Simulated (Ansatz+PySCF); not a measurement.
## singlet C2H2O2: levels of theory in one basis

```yaml
atoms:
  - { symbol: C, position_ang: [0.0000, 0.0224, -0.6989] }
  - { symbol: C, position_ang: [0.0000, -0.0224, 0.6989] }
  - { symbol: O, position_ang: [0.0000, 0.9791, -1.2487] }
  - { symbol: O, position_ang: [0.0000, -0.9791, 1.2487] }
  - { symbol: H, position_ang: [0.0000, -0.9017, -1.1522] }
  - { symbol: H, position_ang: [0.0000, 0.9017, 1.1522] }
```

Basis set: def2-SVP (spherical functions). Left uncorrelated: 4 orbitals. Charge 0, multiplicity 1.

Computed with Ansatz (development build ahead of 0.2.0); each method stands on the lowest determinant of its kind that the runs found. NEVPT2 correlates all electrons. Active spaces start from the frontier orbitals, and the lowest solution found is given.

| method | E − E(RHF) (eV) | <S²> of the determinant |
| --- | --- | --- |
| RHF | 0.00 | 0.00 |
| RHF-MP2 | -15.97 | – |
| RHF-CCSD(T) | -17.06 | – |
| CASSCF(4,4) | -1.62 | – |
| SC-NEVPT2(4,4) | -16.34 | – |

Task: What does RHF-CCSD give on the same scale?

Result: -16.59 eV.

Task: Is a single determinant a sound starting point here?

Result: By this sign, yes. Unrestricted orbitals gain 0.00 eV and <S²> is 0.00 against 0.00 for a pure state. The CASSCF(4,4) natural occupations are 1.95, 1.93, 0.08, 0.04.

Caution for CASSCF(4,4), SC-NEVPT2(4,4): other starts end on other solutions of this active space.
